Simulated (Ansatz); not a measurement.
## Ligand exchange: H2 + AlH(SH)2 → H2S + AlH2(SH)

Species: H2 (hydrogen), singlet; AlH(SH)2, singlet; H2S (hydrogen sulfide) `S`, singlet; AlH2(SH), singlet. The partners trade H for SH: H–H and Al–SH bonds give way to H–SH and Al–H.

Shapes, held fixed at every level: PBE0-D4/def2-TZVP. Flexible molecules stand in one conformer, not always the lowest. Programs: Ansatz 0.2.0. The zero-point and thermal change to 298 K, harmonic and unscaled (PBE0-D4/def2-TZVP), is +2.1 kJ/mol.

| level | kind | ΔH(298 K) (kJ/mol) | less CCSD(T)/CBS estimate | CPU time (sum over the molecules) |
| --- | --- | --- | --- | --- |
| HF/def2-SVP | Hartree–Fock | +71.9 | -28.1 | – |
| SPW92/def2-TZVPP | LDA | +97.4 | -2.6 | 6 s |
| B3LYP-D4/def2-TZVPP | global hybrid | +96.2 | -3.8 | 14 s |
| PBE0-D4/def2-TZVPP | global hybrid | +99.5 | -0.5 | 11 s |
| B2PLYP/def2-TZVPP | double hybrid | +94.6 | -5.4 | 36 s |
| CCSD(T)/def2-TZVPP | coupled cluster or CI | +95.8 | -4.2 | 51 s |
| CCSD(T)/CBS estimate | coupled cluster or CI | +100.0 | 0.0 | 3.5 min |

The highest level, CCSD(T)/CBS estimate, gives ΔH(298 K) = +100.0 kJ/mol; the levels span +71.9 to +100.0. The column of differences is taken from that level and isn't an error. No measured value is set beside it here. The CBS estimate extrapolates MP2 from def2-TZVPP and def2-QZVPP and adds CCSD(T) − MP2 in the triple-zeta set, cores frozen; for H2 it overshoots the exact energy by about 1 mEh. Times are processor times on shared x86 and Arm servers, and rough.
